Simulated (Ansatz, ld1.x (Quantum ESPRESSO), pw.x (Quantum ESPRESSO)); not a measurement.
# Sr: one change to the TM potential, in the atom and in the bcc crystal

ld1.x (Quantum ESPRESSO) 7.5 input, shortened:

```
&input
   title='Sr', zed=38., rel=1, dft='PBESOL', iswitch=3,
   config='[Kr] 4d0 5s2 5p0'
 /
 &inputp
   pseudotype=2, tm=.true., lloc=0,
   nlcc=.false.
 /
3
5P  2  1   0.00   0.00  3.40  3.40  0.0
4D  3  2   0.00   0.00  2.35  2.35  0.0
5S  1  0   2.00   0.00  2.70  2.70  0.0
 &test
   configts(1)='4d0 5s2 5p0'
 /
```

Change: all radii scaled by about 1.11 (s 3.00, p 3.78, d 2.62 bohr).

Cutoffs, loose and tight: the cutoffs (Ry, on a coarse ladder) from which the occupation-weighted sum of valence levels, in a spherical-Bessel basis at the reference potential, stays within 10 and 1 mRy of its value at 400 Ry. They do not see the model core or the augmentation charge, which bear on the density cutoff. Test errors are all-electron minus pseudo excitation energies from the reference, over the configurations 4d0 5s1 5p0; 4d0 5s1.5 5p0; 4d0 5s1 5p1; 4d1 5s0 5p0; 4d0.5 5s1.5 5p0; 4d0 5s0 5p1; 4d0 5s0 5p2; variants that change the core or the reference have their own tests.

Crystal test: bcc Sr in pw.x 7.5, no spin, 10³ k-points, Fermi–Dirac smearing 0.01 Ry, cutoffs set for each file from its atomic test. The reference is all-electron LAPW (Ansatz 0.2.0) with the same functional, mesh and smearing; V0 and B0 come from Birch–Murnaghan fits to the pressures at five volumes. Errors are pseudo minus all-electron; Δ is the rms difference of the E(V) curves that follow from these fits, minima aligned, over ±6 % about the mean V0. Mesh and smearing are coarse, so the numbers serve the comparison and aren't converged zero-temperature values; the lattice is a test structure that the element need not adopt.

All-electron: a0 = 4.692 Å (V0 = 51.65 Å³/atom), B0 = 12.0 GPa.

Does the change bring the crystal closer to the all-electron result?

The mean pressure error goes from -0.71 to -0.50 GPa, so the change moves the solid closer to the all-electron pressures.

```csv
quantity,base,changed
outcome (atom),generated,generated
"cutoff, loose (atom)",8 Ry,6 Ry
"cutoff, tight (atom)",18 Ry,10 Ry
bound ghosts (atom),none,none
largest test error (meV) (atom),+351,+224
cutoffs in pw.x (Ry),35/140,35/140
a0 (Å),–,4.617
a0 error (%),–,-1.59
B0 error (%),–,-8.8
Δ (meV/atom),–,6.2
mean pressure error (GPa),-0.71,-0.50
```

A dash: not determined, or the minimum lies outside the volumes sampled.

Base: This is a poor potential for the solid. The cutoffs count occupied waves only; the empty 4d level needs 18 Ry at the loose tolerance. Changed file: This is a poor potential for the solid. The cutoffs count occupied waves only; the empty 4d level needs 15 Ry at the loose tolerance. The atomic cutoffs weigh occupied waves only.
